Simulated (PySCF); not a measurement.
**Functional dependence of a UV spectrum**

AlClH₂.
Numbering: `[AlH2:1][Cl:2]` (hydrogens: H3, H4 on Al1)

Linear-response calculations in the def2-SVPD basis (PySCF; singlets by full response, triplets Tamm–Dancoff, core orbitals frozen in the response; HF means time-dependent Hartree–Fock). 'Strongest' is the level of largest summed f among the singlets computed (10 roots, of which the last may lack a degenerate partner); it can jump between rows when another state enters that window. S1 is the lowest singlet of each run and needn't be the same state throughout; f(S1) is that of one state. Geometry: PBE0-D3(BJ)/def2-SVP; no solvent, vibrations or thermal averaging.

```json
{"functional": "LDA", "kind": "LDA", "S1 (eV)": "4.75", "f(S1)": "0.000", "strongest (eV)": "7.39", "T1 (eV)": "4.48", "HOMO (eV)": "-7.35", "gap (eV)": "4.63", "ionisation energy, ΔSCF (eV)": "10.61"}
{"functional": "PBE", "kind": "GGA", "S1 (eV)": "4.93", "f(S1)": "0.000", "strongest (eV)": "7.43", "T1 (eV)": "4.59", "HOMO (eV)": "-7.32", "gap (eV)": "4.84", "ionisation energy, ΔSCF (eV)": "10.56"}
{"functional": "B3LYP", "kind": "global hybrid, 20% exact exchange", "S1 (eV)": "5.31", "f(S1)": "0.000", "strongest (eV)": "8.72", "T1 (eV)": "4.96", "HOMO (eV)": "-8.40", "gap (eV)": "6.48", "ionisation energy, ΔSCF (eV)": "10.90"}
{"functional": "PBE0", "kind": "global hybrid, 25% exact exchange", "S1 (eV)": "5.41", "f(S1)": "0.000", "strongest (eV)": "8.92", "T1 (eV)": "4.97", "HOMO (eV)": "-8.62", "gap (eV)": "6.92", "ionisation energy, ΔSCF (eV)": "10.93"}
{"functional": "BHandHLYP", "kind": "global hybrid, 50% exact exchange", "S1 (eV)": "5.81", "f(S1)": "0.000", "strongest (eV)": "9.38", "T1 (eV)": "5.35", "HOMO (eV)": "-9.83", "gap (eV)": "8.91", "ionisation energy, ΔSCF (eV)": "11.16"}
{"functional": "CAM-B3LYP", "kind": "range-separated hybrid", "S1 (eV)": "5.52", "f(S1)": "0.000", "strongest (eV)": "9.10", "T1 (eV)": "5.10", "HOMO (eV)": "-9.99", "gap (eV)": "9.23", "ionisation energy, ΔSCF (eV)": "11.15"}
{"functional": "wB97X-D", "kind": "range-separated hybrid", "S1 (eV)": "5.57", "f(S1)": "0.000", "strongest (eV)": "9.19", "T1 (eV)": "5.25", "HOMO (eV)": "-10.50", "gap (eV)": "10.52", "ionisation energy, ΔSCF (eV)": "11.15"}
{"functional": "HF", "kind": "Hartree–Fock", "S1 (eV)": "6.52", "f(S1)": "0.000", "strongest (eV)": "10.22", "T1 (eV)": "5.71", "HOMO (eV)": "-11.77", "gap (eV)": "12.85", "ionisation energy, ΔSCF (eV)": "not settled"}
```

What does LC-wPBE (range-separated hybrid) give?

S1 (eV) 5.83, f(S1) 0.000, strongest (eV) 9.65, T1 (eV) 5.26, HOMO (eV) -11.39, gap (eV) 11.75, ionisation energy, ΔSCF (eV) 11.47. S1 runs from 4.75 eV (LDA) to 6.52 eV (HF), a spread of 1.76 eV, while the orbital gap spreads over 8.2 eV. Along PBE (0%), B3LYP (20%), PBE0 (25%), BHandHLYP (50%), HF (100%) S1 rises with the share of exact exchange. −ε(HOMO) comes closest to its own ΔSCF ionisation energy with LC-wPBE (-0.08 eV) and misses most with LDA (-3.27 eV). 'Not settled' means that the ion's SCF failed to converge or may have ended in another state than the lowest.
